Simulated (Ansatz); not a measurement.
Bond stretch in Li₂, singlet.

Methods: RKS-CAM-B3LYP = restricted CAM-B3LYP/aug-cc-pVTZ (Ansatz, a quantum-chemistry and plane-wave program); RCCSD = CCSD on RHF/aug-cc-pVTZ, frozen core (Ansatz); UHF/aug-cc-pVTZ (Ansatz).

Total energies in hartree (comparable only within one method and basis):

| R / Å | RKS-CAM-B3LYP | RCCSD | UHF |
|---|---|---|---|
| 2.08 | -14.95811 | -14.88642 | -14.85565 |
| 2.18 | -14.96399 | -14.89224 | -14.86127 |
| 2.34 | -14.97028 | -14.89859 | -14.86756 |
| 2.45 | -14.97281 | -14.90121 | -14.87028 |
| 2.59 | -14.97438 | -14.90296 | -14.87222 |
| 2.69 | -14.97461 | -14.90333 | -14.87275 |
| 2.74 | -14.97450 | -14.90329 | -14.87279 |
| 2.87 | -14.97361 | -14.90261 | -14.87284 |
| 2.93 | -14.97296 | -14.90207 | -14.87289 |
| 2.98 | -14.97232 | -14.90152 | -14.87286 |
| 3.12 | -14.97015 | -14.89963 | -14.87253 |
| 3.43 | -14.96400 | -14.89427 | -14.87109 |
| 3.69 | -14.95814 | -14.88932 | -14.86975 |
| 4.12 | -14.94823 | -14.88166 | -14.86794 |
| 4.57 | -14.93855 | -14.87539 | -14.86674 |
| 4.92 | -14.93185 | -14.87195 | -14.86618 |
| 5.42 | -14.92361 | -14.86884 | -14.86576 |
| 6.00 | -14.91589 | -14.86701 | -14.86554 |
| 6.73 | -14.90853 | -14.86603 | -14.86545 |
| 7.46 | -14.90319 | -14.86566 | -14.86542 |
| 8.30 | -14.89883 | -14.86550 | -14.86541 |

The restricted form behind RKS-CAM-B3LYP keeps the bonding electrons paired and can't separate into open-shell fragments. With two correlated electrons CCSD is exact in the basis where it finds the lowest root (RCCSD). The unrestricted determinant behind UHF is spin-contaminated at 2.08 to 8.30 Å (<S²> up to 1.0, against 0.00 for a pure singlet).
